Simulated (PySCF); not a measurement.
## How exact exchange moves a shielding

Molecule: `InChI=1S/CHCl3/c2-1(3)4/h1H`.

Atom-mapped SMILES (the numbers label the heavy atoms): `[Cl:1][CH:2]([Cl:3])[Cl:4]`; H(Xn) means a hydrogen on atom n.

GIAO shieldings (ppm, equivalent atoms averaged) in PySCF on the PBE0-D3(BJ)/def2-SVP geometry, basis pcSseg-2, gas phase, non-relativistic:

| functional | exact exchange (%) | σ(Cl1/Cl3/Cl4) | σ(C2) |
| --- | --- | --- | --- |
| BLYP | 0 | 475.6 | 61.7 |
| BP86 | 0 | 496.6 | 67.9 |
| PBE | 0 | 501.5 | 68.5 |
| B3LYP | 20 | 514.8 | 72.2 |
| mPW1PW91 | 25 | 546.1 | 79.7 |
| BHandHLYP | 50 | 562.5 | 86.2 |
| HF | 100 | 635.3 | 107.7 |

Task: Fit each shielding as a line in the percentage of exact exchange.

Result: σ(Cl1/Cl3/Cl4) = 493.2 + 1.44 x (rms 10.3 ppm); σ(C2) = 66.1 + 0.42 x (rms 2.5 ppm). The functionals also differ in their semilocal parts, which the line can't hold; Hartree–Fock has no correlation at all.

Task: What does the line predict for PBE0 (25 %), and what does the run give?

Result: σ(Cl1/Cl3/Cl4): 529.2 predicted, 548.2 computed; σ(C2): 76.6 predicted, 80.8 computed ppm.
